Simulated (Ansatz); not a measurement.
# H₂S (singlet): the correlation ladder, cc-pVTZ

How much of the correlation energy of H₂S (singlet) does each wave-function method recover here?

Program: Ansatz 0.2.0, Gaussian basis. Level of theory: cc-pVTZ, core rule «outside noble gas», up to 5 orbitals frozen. These are calculated values, not measurements.

The runs, in order: UHF; CCSD(T) on RHF; BCCD(T) on RHF; CISD; CCSDT(Q) on RHF; CCSDTQ on RHF; CASSCF and MRCISD+Q, 8 electrons in 6 orbitals; CASSCF and NEVPT4(SD), 8 electrons in 6 orbitals; CASSCF and NEVPT2, 8 electrons in 6 orbitals.

3 further runs of the same task are left out: 3 set aside as unsound or not needed.

### 1 The geometry

The geometry is a PBE0/def2-TZVP stationary point (not a proven minimum).

3 atoms, charge 0, spin multiplicity 1.

Atoms are counted from 1 here; the program's logs count them from 0.

Bond lengths: S1–H2 1.341 Å, S1–H3 1.341 Å. Angles: H2–S1–H3 92.3°.

Coordinates:

```mol
H2S
  3D, bonds by distance, orders not assigned

  3  2  0  0  0  0  0  0  0  0999 V2000
    0.0000   -0.0550    0.0000 S   0  0
    0.0000    0.8742   -0.9672 H   0  0
    0.0000    0.8742    0.9672 H   0  0
  1  2  8  0
  1  3  8  0
M  END
```

### 2 UHF

Contents of in.yaml:

```yaml
crystal:
  periodic: [false, false, false]
  atoms:
    - {symbol: S, position_ang: [0.000000, -0.054959, 0.000000]}
    - {symbol: H, position_ang: [0.000000, 0.874191, -0.967203]}
    - {symbol: H, position_ang: [0.000000, 0.874188, 0.967205]}
basis:
  gaussian: {orbitals: cc-pVTZ}
magnetization: {spin_polarized: true, initial_magnetization: 0}
hamiltonian: {xc: hf}
output: {orbitals: {seedname: orbitals}}
```

The run is started by

```bash
> ansatz run in.yaml --threads 1 --pin off --events-out ev --progress --plain --max-ram 2816MiB --backend cpu
```

The runs that follow: CCSD(T) on RHF; BCCD(T) on RHF; CISD; CCSDT(Q) on RHF; CCSDTQ on RHF; CASSCF and MRCISD+Q, 8 electrons in 6 orbitals; CASSCF and NEVPT4(SD), 8 electrons in 6 orbitals; CASSCF and NEVPT2, 8 electrons in 6 orbitals.

**Question.** What will the summary of the whole plan be? Wanted: RCCSDTQ below the RHF energy; RMP2 from RCCSDTQ; RCCSD from RCCSDTQ; RCCSD(T) from RCCSDTQ; RCCSDT(Q) from RCCSDTQ; NEVPT2 valence from RCCSDTQ; NEVPT4(SD) valence from RCCSDTQ; MRCISD+Q valence from RCCSDTQ; T1 diagnostic.

**Answer**, as computed:

```
                         quantity                                 value
     RCCSDTQ below the RHF energy                            -6.0830 eV
                RMP2 from RCCSDTQ                       +20.59 kcal/mol
               RCCSD from RCCSDTQ                        +5.58 kcal/mol
            RCCSD(T) from RCCSDTQ                        +0.64 kcal/mol
           RCCSDT(Q) from RCCSDTQ                        +0.01 kcal/mol
      NEVPT2 valence from RCCSDTQ                       +26.88 kcal/mol
  NEVPT4(SD) valence from RCCSDTQ                        +3.61 kcal/mol
    MRCISD+Q valence from RCCSDTQ                        +1.11 kcal/mol
levels within 1 kcal/mol (43 meV)  RCCSD(T), BCCD(T), RCCSDT, RCCSDT(Q)
                    T1 diagnostic                                 0.009
   effectively unpaired electrons                                  0.01
```

What this shows: RCCSD(T) misses by +0.64 kcal/mol, 0.5 % of the correlation energy. One determinant dominates. Of the multireference levels listed MRCISD+Q valence comes nearest in total energy (+1.11 kcal/mol), which doesn't show that its space is the better one. These misses are within one basis, not against nature.
